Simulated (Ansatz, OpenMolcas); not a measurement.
# Worked example: the enthalpy of formation of N2H3 (hydrazinyl radical)

N2H3: 5 atoms, total charge 0, spin state doublet. As SMILES, `[NH]N`. Geometry: relaxed at PBE0-D4/def2-TZVP. This is one conformer, not always the lowest.

| atom | x (Å) | y (Å) | z (Å) |
| --- | --- | --- | --- |
| N | -0.1876 | -0.8181 | 0.4540 |
| N | -0.1287 | 0.2356 | -0.3684 |
| H | 0.7598 | -0.9515 | 0.8113 |
| H | -1.0310 | 0.5923 | -0.6400 |
| H | 0.5874 | 0.9416 | -0.2568 |

Total energies at USVWN5/def2-TZVP (OpenMolcas 26.06); the atoms run unrestricted:

```
species    state  energy (Eh)
   N2H3  doublet  -110.366354
      N  quartet   -54.132858
      H  doublet    -0.478344
```

Harmonic wavenumbers at UPBE0-D4/def2-TZVP, in cm⁻¹: 558, 706, 1145, 1284, 1486, 1668, 3451, 3514, 3657.

Measured heats of formation of the gaseous atoms at 298.15 K, in kJ/mol: N 472.4, H 218.0. Take 1 Eh = 2625.50 kJ/mol, 1 cm⁻¹ = 0.0119627 kJ/mol, RT = 2.479 kJ/mol.

Question: Work out the heat of formation of the gas at 298 K.

Answer: 
1. Electronic atomisation energy: 2 × (-54.132858) + 3 × (-0.478344) − (-110.366354) = 0.665606 Eh = 1747.5 kJ/mol.
2. Zero-point energy: half the sum of the wavenumbers, 8734.5 cm⁻¹ = 104.5 kJ/mol.
3. Thermal vibrational enthalpy, Σ hcν̃/(exp(hcν̃/kT) − 1): 0.9 kJ/mol. Translation, rotation and pV of a non-linear molecule: 4 RT = 9.9 kJ/mol.
4. The 5 free atoms carry 5/2 RT each: 31.0 kJ/mol.
5. Atomisation enthalpy at 298 K: 1747.5 − 104.5 − 0.9 − 9.9 + 31.0 = 1663.2 kJ/mol.
6. Sum of the atoms' heats of formation: 1598.8 kJ/mol. Heat of formation: 1598.8 − 1663.2 = -64.4 kJ/mol.

The tabulated value is +224.9 kJ/mol (Active Thermochemical Tables), so this level is off by -289.3 kJ/mol, or 21.1 % of the atomisation enthalpy. The LDA overbinds, which puts heats of formation too low. Anharmonicity and any spin-orbit splitting of the molecule are left out.
